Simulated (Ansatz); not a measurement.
# AlH6NSi: one species, many methods

An exercise on one series of results from a longer session: the logs are not shown, and one member is left open.

Computed with Ansatz 0.2.0, Gaussian basis. Level: functionals in def2-TZVPP, the program's frozen cores in correlated methods.

Levels to be run: LDA (SPW92), PBE-D4, revPBE-D4, BLYP-D4, r2SCAN-D4, B97M-V, PBE0-D4, B3LYP-D4, r2SCANh-D4, r2SCAN0-D4, HSE06-D4, BHLYP-D4, CAM-B3LYP-D4, LC-ωPBE, ωB97X-V, ωB97M-V, B2PLYP, PBE-QIDH; CCSD(T)/def2-SVP; CCSD(T)/def2-TZVPP; MP2/def2-QZVPP; extrapolation to the limit; RPA on PBE.

### The geometry

An earlier PBE0-D4 in a triple-zeta def2 set relaxation fixed the geometry.

SMILES `[NH2][AlH][SiH3]`, 9 atoms, charge 0, spin multiplicity 1.

Atoms are counted from 1 here; the program's logs count them from 0.

Bond lengths: N1–Al2 1.768 Å, N1–H4 1.007 Å, N1–H5 1.008 Å, Al2–Si3 2.451 Å, Al2–H6 1.587 Å, Si3–H7 1.492 Å, Si3–H8 1.492 Å, Si3–H9 1.492 Å. Angles: Al2–N1–H4 124.8°, Al2–N1–H5 125.0°, H4–N1–H5 110.2°, N1–Al2–Si3 117.7°, N1–Al2–H6 117.2°, Si3–Al2–H6 125.1°, Al2–Si3–H7 111.6°, Al2–Si3–H8 112.2°, Al2–Si3–H9 111.6°, H7–Si3–H8 107.2°, H7–Si3–H9 106.7°, H8–Si3–H9 107.2°.

Geometry (Å):

```xyz
9
AlH6NSi
N    -1.1901    0.9630   -1.2434
Al    0.0950    0.9622   -0.0294
Si    0.8016   -1.2014    0.8798
H    -1.6545    0.1390   -1.5898
H    -1.5634    1.7863   -1.6889
H     0.7013    2.3683    0.3863
H     2.2472   -1.4627    0.6174
H     0.0342   -2.3375    0.2915
H     0.6170   -1.2634    2.3593
```

The first run:

The input, in.yaml:

```yaml
crystal:
  periodic: [false, false, false]
  atoms:
    - {symbol: N, position_ang: [-1.190076, 0.963027, -1.243416]}
    - {symbol: Al, position_ang: [0.095016, 0.962166, -0.029359]}
    - {symbol: Si, position_ang: [0.801642, -1.201373, 0.879814]}
    - {symbol: H, position_ang: [-1.654480, 0.138956, -1.589827]}
    - {symbol: H, position_ang: [-1.563380, 1.786271, -1.688857]}
    - {symbol: H, position_ang: [0.701338, 2.368348, 0.386260]}
    - {symbol: H, position_ang: [2.247178, -1.462708, 0.617435]}
    - {symbol: H, position_ang: [0.034239, -2.337476, 0.291494]}
    - {symbol: H, position_ang: [0.617023, -1.263412, 2.359258]}
basis:
  gaussian: {orbitals: def2-TZVPP}
hamiltonian: {xc: lda}
output: {orbitals: {seedname: orbitals}}
```

On the command line:

```console
ansatz run in.yaml --threads 2 --pin off --events-out ev --progress --plain --max-ram 4352MiB
```

Among the steps run: LDA; PBE-D4 (GGA); revPBE-D4 (GGA); BLYP-D4 (GGA); r2SCAN-D4 (meta-GGA); B97M-V (meta-GGA); B3LYP-D4 (hybrid); r2SCANh-D4 (hybrid); r2SCAN0-D4 (hybrid); HSE06-D4 (hybrid); BHLYP-D4 (hybrid); CAM-B3LYP-D4 (range-separated); LC-ωPBE (range-separated); ωB97X-V (range-separated); ωB97M-V (range-separated); B2PLYP (double hybrid); PBE-QIDH (double hybrid).

One of the session's tables, all rows but one given; the rest of the session is left out.

It belongs to the step «Frontier levels by functional». 

```
  functional  HOMO (eV)  gap (eV)
 LDA (SPW92)      -6.46      4.41
      PBE-D4      -6.34      4.47
   revPBE-D4      -6.28      4.49
     BLYP-D4      -6.20      4.48
   r2SCAN-D4      -6.61      4.97
      B97M-V      -6.66      4.82
     PBE0-D4      -7.51      6.38
    B3LYP-D4      -7.31      6.02
  r2SCANh-D4      -7.06      5.68
  r2SCAN0-D4          ?         ?
    HSE06-D4      -7.11      5.61
    BHLYP-D4      -8.51      8.19
CAM-B3LYP-D4      -8.78      8.64
     LC-ωPBE     -10.10     10.99
     ωB97X-V      -9.78     10.57
     ωB97M-V      -9.52     10.06
```

**Question.** Estimate the row for r2SCAN0-D4.

Worked estimate for «HOMO (eV)». Against the share of exact exchange, r2SCAN-D4 (0, -6.61), r2SCANh-D4 (0.1, -7.06) give a slope of -4.50 per unit share; at 0.25 the line stands at -7.73.

**Answer.** HOMO (eV): -7.66; gap (eV): 6.66. In «HOMO (eV)» the line misses by -0.07.
